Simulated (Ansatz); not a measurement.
# O2F (SMILES [O]OF) at UCCSDT/STO-3G

Aim: the vertical ionisation energy of O2F at UCCSDT/STO-3G, from 2 runs. 

The calculation is run with Ansatz 0.2.0.

38 further runs of the same task are left out: 11 that didn't finish, 27 set aside as unsound or not needed.

## (1) The molecule

O2F has 3 atoms, charge 0, and is taken as a doublet. As SMILES, `[O]OF`. The shape is that of a PBE0-D4/def2-TZVP optimisation.

Bond lengths: O1–O2 1.181 Å. A long bond or contact: O2–F3 1.573 Å.

## (2) The energy at UCCSDT/STO-3G

The input, molecule.yaml:

```yaml
crystal:
  periodic: [false, false, false]
  atoms:
    - symbol: O
      position_ang: [0.933400, -0.295440, 0.482240]
    - symbol: O
      position_ang: [0.133270, 0.497870, 0.127930]
    - symbol: F
      position_ang: [-1.066650, -0.202430, -0.610160]
basis:
  gaussian: {orbitals: STO-3G}
magnetization: {spin_polarized: true, initial_magnetization: 1}
correlation: {method: ccsdt, frozen_orbitals: {F: 1, O: 1}}
accuracy: high
scf: {omitted_lower_state_checks: [cluster_reference, increment]}
```

Started as:

```
$ ansatz run molecule.yaml --threads 1 --pin off --max-ram 3480MiB --events-out events.jsonl --progress --plain --runs-dir runs
```

Output, shortened:

```text
Warning: RAYON_NUM_THREADS=1 ignored (pool sized by the plan → 1); use --threads N
Functional definition: HF
  name "HF"
[...]
250 factors; integrals over basis functions are off by at most 5.0e-8 eV
[...]
mean field -6682.75741885 eV, -245.5868054070 hartree, gradient 4.3e-8 eV, S^2 1.396081; 15 other end points of the search recorded, 0 dependent functions left out
3 core orbitals not correlated: weight in the atoms' cores, before any rotation towards them, 1.000 or more for the frozen orbitals, at most 0.000 for the correlated occupied ones
reference -6682.75741885 eV, -245.5868054070 hartree; 10, 9 occupied and 2, 3 virtual orbitals, 250 factors
second order -1.92013804 eV of doubles, -0.00000000 eV of singles
cycle   1  -2.27593764 eV  change   -3.6e-1 eV  update   8.3e-2
[...]
cycle  51  -3.60622065 eV  change    2.0e-9 eV  update  9.9e-10
Total energy: -6686.36363950 eV, -245.7193315717 hartree
Checks for a lower state left out: cluster_reference, increment
```

Run time: 1.1 s. Hardware: 1 thread of Arm Neoverse V1, shared host.

## (3) The singlet cation

The input, job.yaml:

```yaml
crystal:
  periodic: [false, false, false]
  atoms:
    - {symbol: O, position_ang: [0.933400, -0.295440, 0.482240]}
    - {symbol: O, position_ang: [0.133270, 0.497870, 0.127930]}
    - {symbol: F, position_ang: [-1.066650, -0.202430, -0.610160]}
basis:
  gaussian: {orbitals: STO-3G}
total_charge: 1
correlation: {method: ccsdt, frozen_orbitals: {F: 1, O: 1}}
accuracy: high
scf: {omitted_lower_state_checks: [cluster_reference, increment]}
```

Started as:

```
$ ansatz run job.yaml --threads 1 --pin off --max-ram 3480MiB --events-out events.jsonl --progress --plain --runs-dir runs
```

Output, shortened:

```text
Warning: RAYON_NUM_THREADS=1 ignored (pool sized by the plan → 1); use --threads N
[... 2 set-up lines as earlier in the session ...]
[...]
250 factors; integrals over basis functions are off by at most 5.0e-8 eV
[...]
mean field -6671.63798234 eV, -245.1781736524 hartree, gradient 1.2e-8 eV, S^2 0.000000; 5 other end points of the search recorded, 0 dependent functions left out; unrestricted orbitals would lower it
3 core orbitals not correlated: weight in the atoms' cores, before any rotation towards them, 1.000 or more for the frozen orbitals, at most 0.000 for the correlated occupied ones
reference -6671.63798234 eV, -245.1781736524 hartree; 9, 9 occupied and 3, 3 virtual orbitals, 250 factors
second order -5.07399785 eV of doubles, -0.00000000 eV of singles
cycle   1  -5.40091052 eV  change   -3.3e-1 eV  update   1.5e-1
[...]
cycle  48  -6.92805943 eV  change  -7.0e-10 eV  update  3.7e-10
Total energy: -6678.56604177 eV, -245.4327751404 hartree
Checks for a lower state left out: cluster_reference, increment
```

It took 0.53 s on 1 thread of Arm Neoverse V1, shared host.

## (4) Summary of results

Level: UCCSDT/STO-3G, 3 core orbitals frozen.

| quantity | value |
| --- | --- |
| doublet O2F: total energy | -245.71933 Eh |
| doublet O2F: correlation energy (3 core orbitals frozen) | -132.5 mEh |
| doublet O2F: ⟨S²⟩ of the reference determinant | 1.396 |
| doublet O2F: T1 diagnostic | 0.069 |
| singlet cation: total energy | -245.43278 Eh |
| singlet cation: correlation energy (3 core orbitals frozen) | -254.6 mEh |
| singlet cation: T1 diagnostic | 0.088 |
| vertical ionisation energy (to the singlet cation) | 7.798 eV |

In words: Removing an electron at fixed nuclei costs 7.80 eV (180 kcal/mol). Only the singlet of the ionised species was computed; a triplet could lie lower. In a minimal basis such a difference can be off by several eV, whatever the method. ⟨S²⟩ (doublet O2F) is 1.40 where a pure doublet has 0.75: the reference is spin-contaminated. The T1 diagnostic (doublet O2F) of 0.069 is above the customary mark for such species, so a single reference may not serve. The T1 diagnostic (singlet cation) of 0.088 is above the customary mark for such species, so a single reference may not serve.
